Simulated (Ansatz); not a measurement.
The cluster Mg₃H₄, relaxed as a singlet with RKS r2SCAN-D4/def2-TZVP in Ansatz, starting from the GFN1-xTB geometry. Force threshold 0.02 eV/Å.

The structure comes from a short search, and lower isomers may exist.

Start:

```
atom    x (Å)    y (Å)    z (Å)
 Mg1  -0.3901   1.2623   0.7665
 Mg2  -0.5507  -1.4862   1.3251
 Mg3   0.5548  -0.7960  -1.1760
  H4   0.1841   1.7167   2.1647
  H5  -1.2229   1.0248  -0.6274
  H6  -0.2515  -1.8250  -2.0600
  H7   1.6762   0.1034  -0.3928
```

```json
{"step": "1", "energy (eV)": "-16393.5708", "largest force component (eV/Å)": "1.291", "SCF passes": "15"}
{"step": "2", "energy (eV)": "-16394.3521", "largest force component (eV/Å)": "0.640", "SCF passes": "18"}
{"step": "3", "energy (eV)": "-16394.7625", "largest force component (eV/Å)": "0.568", "SCF passes": "17"}
{"step": "4", "energy (eV)": "-16394.9191", "largest force component (eV/Å)": "0.256", "SCF passes": "17"}
{"step": "5", "energy (eV)": "-16394.9214", "largest force component (eV/Å)": "0.734", "SCF passes": "18"}
{"step": "6", "energy (eV)": "-16394.9909", "largest force component (eV/Å)": "0.211", "SCF passes": "18"}
{"step": "7", "energy (eV)": "-16395.0028", "largest force component (eV/Å)": "0.035", "SCF passes": "17"}
{"step": "8", "energy (eV)": "-16395.0042", "largest force component (eV/Å)": "0.014", "SCF passes": "19"}
```

Force components are those of the run's own axes.

End:

Cartesian coordinates in Å:
```
Mg 0.1614 1.2233 0.7509
Mg -0.7284 -1.9219 1.6989
Mg 0.0804 -0.5758 -1.3226
H 0.1671 2.2092 2.1452
H -1.0542 0.7224 -0.5861
H -0.0115 -1.8105 -2.4988
H 1.3853 0.1534 -0.1875
```

Bonds formed: Mg1–H7, Mg3–H5 (atoms count from 1). Metal–metal contacts that move far: Mg1–Mg2 2.81 to 3.40 Å, Mg2–Mg3 2.82 to 3.41 Å.

No frequencies were taken in this run, so the end may be a saddle point.

It took 9 s on 4 threads of Arm Neoverse V2 on a shared host.
